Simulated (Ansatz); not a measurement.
System: hcp Lu. Method: HSE06 in Ansatz (plane waves, PAW).

Numerical settings: plane-wave cutoff 460 eV, 9×9×6 k mesh (along the axes of the cell as run), Fermi–Dirac smearing 0.05 eV, scalar-relativistic PAW data made under PBE.

Computed at the level's own relaxed cell.

Problem. Predict the lattice parameter a and c axis length.

Solution. 
- lattice parameter a = 3.555 Å
- c axis length = 5.574 Å

Measured, for comparison: lattice constant a 3.505 Å (293 K, not corrected to a static lattice; as tabulated in Wikipedia's data pages); lattice parameter c 5.549 Å (293 K, not corrected to a static lattice, our sources range from 5.549 to 5.563; as tabulated in Wikipedia's data pages). Computed (rounded) less measured: lattice constant a +1.4 %, lattice parameter c +0.5 % (+0.2 % to +0.5 % over the range).

Spin–orbit coupling is not included.

Static lattice: no zero-point or thermal effects.

Ansatz is a first-principles code.
